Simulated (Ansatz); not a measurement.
Geometry optimisation, Ansatz, RKS PBE-D4/def2-SVP.

Input file:

```yaml
crystal:
  periodic: [false, false, false]
  atoms:
    - { symbol: Al, position_ang: [0.029913, -0.636607, -0.293376] }
    - { symbol: H, position_ang: [0.126937, 0.299897, 2.296415] }
    - { symbol: H, position_ang: [1.378537, 0.200433, -0.52234] }
    - { symbol: H, position_ang: [-1.384093, -0.031286, -0.735548] }
    - { symbol: P, position_ang: [0.006408, -2.654378, 0.806956] }
    - { symbol: H, position_ang: [-0.561579, -3.359153, -0.316128] }
    - { symbol: H, position_ang: [1.368969, -2.997634, 0.490238] }
    - { symbol: H, position_ang: [-0.017393, -0.399172, 2.159782] }
basis:
  gaussian: { orbitals: def2-SVP }
hamiltonian:
  xc: pbe
  dispersion: d4
relax:
  f_tol: 0.03
  max_steps: 50
```

Run as:

```bash
$ ansatz run input.yaml --threads 1 --pin off --max-ram 2048MiB --backend cpu --events-out ev --progress --plain --runs-dir out
```

Q: Where does it end, and by what steps?

A: The forces met the threshold. The force dipped under the threshold on the way, but the program's further checks kept it going. After 10 steps the energy has fallen by 0.178 eV; H2 moved furthest, 0.56 Å.

```csv
step,energy less start (eV),largest force component (eV/Å),accepted
0,0.0000,1.809,yes
1,-0.0959,0.337,yes
2,-0.1092,0.865,yes
3,-0.1575,0.618,yes
4,-0.1616,0.340,yes
5,-0.1478,0.366,no
6,-0.1757,0.046,yes
7,-0.1773,0.054,yes
8,-0.1781,0.012,yes
9,-0.1783,0.044,yes
10,-0.1784,0.013,yes
```

```xyz
8
Properties=species:S:1:pos:R:3
Al 0.125 -0.658 -0.022
H -0.121 0.540 1.855
H 1.485 0.167 -0.209
H -1.280 -0.049 -0.491
P 0.203 -2.869 0.799
H -0.703 -3.344 -0.217
H 1.385 -3.180 0.035
H -0.145 -0.185 2.137
```

Time of the run: 18 s on 1 thread of Arm Neoverse V1 (shared host), peak memory 0.11 GiB.
